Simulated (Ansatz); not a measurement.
# C3H3F: functionals against CCSD(T) at one geometry

A test off equilibrium: a structure displaced at random from a GFN2-xTB minimum is computed at several levels, and each is set against CCSD(T).

Computed with Ansatz 0.2.0, Gaussian basis. Level: single points in def2-TZVPP.

Correlated methods freeze the cores.

### 1 The starting structure

SMILES `FC1=CC1`, 7 atoms, charge 0, spin multiplicity 1.

Atoms are counted from 1 here; the program's logs count them from 0.

Bond lengths: F1–C2 1.243 Å, C2–C3 1.382 Å, C2–C4 1.526 Å, C3–C4 1.499 Å, C3–H5 1.307 Å, C4–H6 1.187 Å, C4–H7 0.952 Å. Angles: F1–C2–C3 151.6°, F1–C2–C4 145.9°, C3–C2–C4 61.8°, C2–C3–C4 63.8°, C2–C3–H5 149.5°, C4–C3–H5 146.6°, C2–C4–C3 54.4°, C2–C4–H6 114.2°, C2–C4–H7 119.9°, C3–C4–H6 112.2°, C3–C4–H7 117.2°, H6–C4–H7 121.0°.

Geometry (Å):

```
F    -1.5230   -1.2495    0.8174
C    -0.5727   -0.5825    0.3748
C     0.7134   -0.4776   -0.1202
C    -0.1304    0.7582   -0.2049
H     1.8626   -1.0354   -0.3953
H     0.1735    1.5652    0.6110
H    -0.4286    1.0234   -1.0697
```

### 2 CCSD(T)/def2-TZVPP

run/in.yaml

```yaml
crystal:
  periodic: [false, false, false]
  atoms:
    - {symbol: F, position_ang: [-1.523000, -1.249500, 0.817400]}
    - {symbol: C, position_ang: [-0.572700, -0.582500, 0.374800]}
    - {symbol: C, position_ang: [0.713400, -0.477600, -0.120200]}
    - {symbol: C, position_ang: [-0.130400, 0.758200, -0.204900]}
    - {symbol: H, position_ang: [1.862600, -1.035400, -0.395300]}
    - {symbol: H, position_ang: [0.173500, 1.565200, 0.611000]}
    - {symbol: H, position_ang: [-0.428600, 1.023400, -1.069700]}
basis:
  gaussian: {orbitals: def2-TZVPP}
correlation: {method: ccsd_t}
output: {forces: true}
```

No record of the launch command was kept for these runs.

### 3 PBE0-D4/def2-TZVPP

Changes to run/in.yaml since step 2:

```diff
@@ -12,3 +12,3 @@
   gaussian: {orbitals: def2-TZVPP}
-correlation: {method: ccsd_t}
-output: {forces: true}
+hamiltonian: {xc: pbe0, dispersion: d4}
+output: {forces: true, orbitals: {seedname: orbitals}}
```

### 4 wB97M-V/def2-TZVPP

Changes to run/in.yaml since step 3:

```diff
@@ -12,3 +12,3 @@
   gaussian: {orbitals: def2-TZVPP}
-hamiltonian: {xc: pbe0, dispersion: d4}
-output: {forces: true, orbitals: {seedname: orbitals}}
+hamiltonian: {xc: {name: wB97M-V}}
+output: {forces: true}
```

### 5 r2SCAN-D4/def2-TZVPP

Changes to run/in.yaml since step 4:

```diff
@@ -12,3 +12,3 @@
   gaussian: {orbitals: def2-TZVPP}
-hamiltonian: {xc: {name: wB97M-V}}
+hamiltonian: {xc: r2scan, dispersion: d4}
 output: {forces: true}
```

### 6 PBE-D4/def2-TZVPP

Changes to run/in.yaml since step 5:

```diff
@@ -12,3 +12,3 @@
   gaussian: {orbitals: def2-TZVPP}
-hamiltonian: {xc: r2scan, dispersion: d4}
+hamiltonian: {xc: pbe, dispersion: d4}
 output: {forces: true}
```

### 7 SPW92/def2-TZVPP

Changes to run/in.yaml since step 6:

```diff
@@ -12,3 +12,3 @@
   gaussian: {orbitals: def2-TZVPP}
-hamiltonian: {xc: pbe, dispersion: d4}
+hamiltonian: {xc: lda}
 output: {forces: true}
```

### 8 LC-wPBE/def2-TZVPP

Changes to run/in.yaml since step 7:

```diff
@@ -12,3 +12,3 @@
   gaussian: {orbitals: def2-TZVPP}
-hamiltonian: {xc: lda}
+hamiltonian: {xc: {name: LC-wPBE}}
 output: {forces: true}
```

(Steps that only read results are left out.)

What does the calculation give? Wanted: energy less free atoms, CCSD(T)/def2-TZVPP; RMS force component; RMS force error; HOMO and LUMO, PBE0-D4; T1 diagnostic.

The runs gave:

| quantity | value |
| --- | --- |
| energy less free atoms, CCSD(T)/def2-TZVPP | -2623.0 kJ/mol |
| RMS force component | 3.444 to 3.692 eV/Å over the methods |
| RMS force error | PBE0-D4 0.327, wB97M-V 0.297, r2SCAN-D4 0.241, PBE-D4 0.169, SPW92 0.385, LC-wPBE 0.466 eV/Å |
| HOMO and LUMO, PBE0-D4 | -6.66 and 0.14 eV |
| T1 diagnostic | 0.013 |

**Reading.** Against CCSD(T) the functionals' energies less atoms differ by -615.3 to -85.8 kJ/mol, PBE-D4 by -221.9 kJ/mol. CCSD(T) in triple zeta still lacks some correlation energy of the bonds, so part of these gaps is its own basis error and they don't rank the functionals. For forces PBE-D4 does best and LC-wPBE worst. Frozen-core CCSD(T) forces in triple zeta carry basis errors of their own, and this is one geometry, so small gaps rank nothing. The restricted Hartree–Fock reference is unstable towards an unrestricted one at one or more of these structures.
